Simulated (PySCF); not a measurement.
SiH4, SMILES [SiH4].

Coordinates come from a B3LYP-D3(BJ)/def2-TZVPD optimisation. The isomer is the one that the SMILES or the coordinates give; other isomers of the formula were not compared.

Computed with PySCF with M06-2X/def2-TZVPD.

Computed frontier levels, gap, dipole moment and polarisability:
The highest occupied level is -11.07 eV and the lowest empty level comes out as 0.64 eV. The orbital gap is 11.72 eV, the dipole moment is 0.000 e·Å and the quadrupole, principal values (traceless, Buckingham form, about the centre of nuclear charge) comes out as 0.00, 0.00, 0.00 D·Å. The mean static polarisability is 31.1 bohr³ (4.61 Å³) and the polarisability, principal values is 31.1, 31.1, 31.1 bohr³.
